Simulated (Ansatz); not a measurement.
Relaxation of CH$_{7}$Al (9 atoms, charge 0, multiplicity 1), to a largest force component of 0.03 eV/Å in at most 50 steps.

The calculation used RKS PBE/cc-pVDZ (Ansatz).

```xyz
9
Properties=species:S:1:pos:R:3
Al -0.057 -0.468 -0.539
C -0.040 -0.255 2.619
H -1.029 -0.261 3.114
H 0.740 -0.609 3.320
H 0.203 0.780 2.303
H 1.368 0.179 -0.902
H -1.420 0.343 -0.812
H -0.122 -1.891 0.128
H -0.071 -0.961 1.755
```

Question: Where does it end, and by what steps?

Answer: The run converged. The force dipped under the threshold on the way, but the program's further checks kept it going. After 8 steps the energy has fallen by 0.159 eV; H8 moved furthest, 0.51 Å.

```csv
step,energy less start (eV),largest force component (eV/Å),accepted
0,0.0000,0.562,yes
1,-0.0701,0.146,yes
2,-0.0928,0.308,yes
3,-0.1186,0.190,yes
4,-0.1483,0.186,yes
5,-0.1572,0.068,yes
6,-0.1588,0.016,yes
7,-0.1586,0.030,no
8,-0.1591,0.005,yes
```

```xyz
9
Properties=species:S:1:pos:R:3
Al -0.048 -0.482 -0.321
C -0.048 -0.233 2.499
H -1.001 -0.079 3.035
H 0.791 -0.371 3.205
H 0.162 0.663 1.880
H 1.384 0.235 -0.463
H -1.399 0.383 -0.414
H -0.132 -2.090 -0.339
H -0.137 -1.171 1.903
```

Whether the end is a true minimum wasn't checked by a vibrational analysis.

Time of the run: 15 s on 1 thread of Arm Neoverse V1, on a shared host, peak memory 0.12 GiB.
